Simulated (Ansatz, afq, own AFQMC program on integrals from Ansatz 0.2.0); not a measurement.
## AFQMC, coupled cluster and functionals along a coordinate of H$_{2}$O + CN, doublet

```xyz
5

O    -1.3213   -0.1853    0.0000
H    -1.5706    0.7413    0.0000
H    -0.3617   -0.1853    0.0000
N     2.2068   -0.1853    0.0000
C     1.0467   -0.1853    0.0000
```

A hydrogen atom is moved from one rigid fragment to the other; the O1–H3 distance tells how far. The two fragments are held close together, so this isn't a minimum-energy path and the start is a compressed complex. Energies in kJ/mol count from this geometry (0.960 Å) at the same level; the start stands on ROHF, each point on the determinant named.

Basis cc-pVTZ. Only valence electrons are correlated. AFQMC by an in-house program on the Cholesky factors that Ansatz 0.2.0 writes for its CCSD(T) run. The CISD trial takes its coefficients from CCSD amplitudes. Released means that phaseless walkers are propagated on without the constraint, phases kept. Uncertainties: one standard error, sampling alone.

Cautions, each for one point or more: a spin-contaminated unrestricted determinant lies lower; higher spins were not checked; raised T1 diagnostic; the search met a lower determinant of the same kind, perhaps of another symmetry; unrestricted determinant slightly spin contaminated; unrestricted determinant spin contaminated.

```csv
r(O1–H3) / Å,det.,T1,weight,⟨S²⟩,PBE0,wB97M-V,CCSD(T)
1.051,ROHF,0.040,0.79,pure,-13.0,-13.0,-5.5
1.096,ROHF,0.045,0.78,pure,-16.8,-17.7,-7.1
1.142,ROHF,0.041,0.80,pure,-20.6,-23.1,-10.9
1.187,UHF,0.038,0.80,0.88,-24.5,-29.0,-15.4
1.278,UHF,0.029,0.82,0.83,-28.9,-37.9,-26.2
```

Q: Estimate the curve of phaseless AFQMC with a CISD trial, counted from the same start.

A: 
| r(O1–H3) / Å | det. | T1 | weight | ⟨S²⟩ | ph-AFQMC/CISD |
| --- | --- | --- | --- | --- | --- |
| 1.051 | ROHF | 0.040 | 0.79 | pure | -5.6 ± 2.2 |
| 1.096 | ROHF | 0.045 | 0.78 | pure | -10.9 ± 2.4 |
| 1.142 | ROHF | 0.041 | 0.80 | pure | -16.3 ± 2.2 |
| 1.187 | UHF | 0.038 | 0.80 | 0.88 | -20.0 ± 2.1 |
| 1.278 | UHF | 0.029 | 0.82 | 0.83 | -32.6 ± 1.9 |

Weight is that of the determinant in the CISD state; at the start T1 is 0.036 and the weight 0.80. Largest departures from phaseless AFQMC with a CISD trial: CCSD(T) 6.4 kJ/mol at 1.278 (on UHF), PBE0 -7.4 kJ/mol at 1.051, wB97M-V -9.0 kJ/mol at 1.187. The walk's constraint bias lies outside its error bars, so these are departures and not errors. Functionals count only at points shown to share the start's state and spin.

A walk keeps the symmetry of its determinant, which the program's search chose and which needn't be the lowest solution, so a lower state of the same spin and another symmetry isn't excluded.
